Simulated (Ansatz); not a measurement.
Two isomers of C3H5FO2: A = `OC1(F)COC1`, B = `CC1(F)OCO1`.

Program: Ansatz. Geometries: PBE0-D4/def2-TZVP. ΔE: electronic, gas phase. CCSD(T)/CBS is the MP2 limit (def2-TZVPP, def2-QZVPP) plus CCSD(T) − MP2 in def2-TZVPP, frozen cores. Functionals use def2-TZVPP. B3LYP here is the variant with VWN-RPA as its local correlation; programs differ in this. One conformer a species, not always the lowest.

Problem. Which is lower in electronic energy at CCSD(T)/CBS, and by how much? (Best estimate.)

Solution. Computed: B, by 53.3 kJ/mol.

Problem. Give E(B) − E(A) in kJ/mol with B3LYP, CCSD(T)/def2-TZVPP, MP2/def2-TZVPP, B2PLYP, B3LYP-D4, r2SCAN-D4, HF/def2-TZVPP. (An estimate is asked.)

Solution. Computed: B3LYP -54.4, CCSD(T)/def2-TZVPP -56.0, MP2/def2-TZVPP -56.3, B2PLYP -55.8, B3LYP-D4 -53.6, r2SCAN-D4 -59.6, HF/def2-TZVPP -65.2. None reverses the order clearly.

Largest T1 diagnostic: 0.012.

In def2-TZVPP, CCSD(T) changes the Hartree–Fock value by +9.1 kJ/mol (the triples alone add −0.1 kJ/mol) and MP2 by +8.9 kJ/mol.
